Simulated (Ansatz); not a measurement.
# Ti (model structure, started from the beta-Sn type, I4₁/amd, No. 141, 2 atoms in the cell)

The numbers are results of r²SCAN (plane waves, PAW; Ansatz, a first-principles code), not measurements.

Numerical settings: plane-wave cutoff 500 eV, 30×30×30 k mesh, Fermi–Dirac smearing 0.1 eV, no spin polarisation, scalar-relativistic PAW data made under PBE.

Cell (relaxed at this level):

```xyz
2
Lattice="-2.4776 2.4776 1.3995 2.4776 -2.4776 1.3995 2.4776 2.4776 -1.3995" Properties=species:S:1:pos:R:3 pbc="T T T"
Ti     0.0000     2.4776     0.6997
Ti     0.0000     0.0000     0.0000
```

| Quantity | Result |
|---|---|
| band gap | zero (no gap) |

Note: the relaxation could raise the start's symmetry but not lower it, so the cell can be a saddle point.

Computed values are for the static lattice.

A model structure was made by putting elements into a prototype or built by hand; it is no filed structure, need not be a known phase, and can be a saddle point held by its symmetry.
